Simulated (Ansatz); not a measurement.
Reaction: C2H5N (N-methylmethanimine, SMILES C=NC) → C2H5N (SMILES C1CN1)
Each species at its own B3LYP-D3(BJ)/def2-TZVP minimum (Ansatz, an electronic-structure program).

Total energies in hartree (Ansatz). Open shells are spin-unrestricted; no spin-orbit coupling. Cores are frozen in correlated methods. No relativity.

```csv
species,HF/cc-pVTZ,CCSD(T)/cc-pVTZ,HF/cc-pVQZ,CCSD(T)/cc-pVQZ,CCSD(T)/cc-pVDZ,CCSDT(Q)/cc-pVDZ
"1: C2H5N (N-methylmethanimine, SMILES N(C)=C)",-133.11122,-133.70668,-133.12062,-133.74681,-133.56739,-133.56925
2: C2H5N (SMILES C1CN1),-133.08993,-133.68935,-133.09931,-133.73008,-133.54656,-133.54816
```

Task: Work out the isomerisation energy (electronic) in kcal/mol: take Hartree-Fock from cc-pVQZ, extrapolate the CCSD(T) correlation energy as X^-3 (X = 3, 4), and add CCSDT(Q) - CCSD(T) in cc-pVDZ. 1 hartree = 627.51 kcal/mol.

Result: 
Species 1: correlation (64·(-0.62619) - 27·(-0.59546))/37 = -0.64861; step -0.00186; E1 = -133.12062 + (-0.64861) + (-0.00186) = -133.77109
Species 2: correlation (64·(-0.63077) - 27·(-0.59942))/37 = -0.65365; step -0.00160; E2 = -133.09931 + (-0.65365) + (-0.00160) = -133.75456
-1·E1 +1·E2 = 0.01653 hartree = 10.4 kcal/mol.
